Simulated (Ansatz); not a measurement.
## 1T (CdI2-type) TiTe₂

Level of theory: r²SCAN+rVV10 in Ansatz (PAW).

Run with plane-wave cutoff 560 eV, 18×18×8 k mesh (along the axes of the cell as run), Fermi–Dirac smearing 0.05 eV, no spin polarisation, scalar-relativistic PAW data made under PBE.

Cell (relaxed at this level):

```
CELL_PARAMETERS angstrom
      3.78299     0.00000     0.00000
     -1.89149     3.27616     0.00000
      0.00000     0.00000     6.61145
ATOMIC_POSITIONS crystal
  Ti 0.00000 0.00000 0.00000
  Te 0.66667 0.33333 0.74334
  Te 0.33333 0.66667 0.25666
```

```
Property         Result
--------  -------------
band gap  zero (no gap)
```

Spin–orbit coupling is not included; it can open a gap where bands touch, and shift volumes and moduli.

Ansatz is an electronic-structure program.
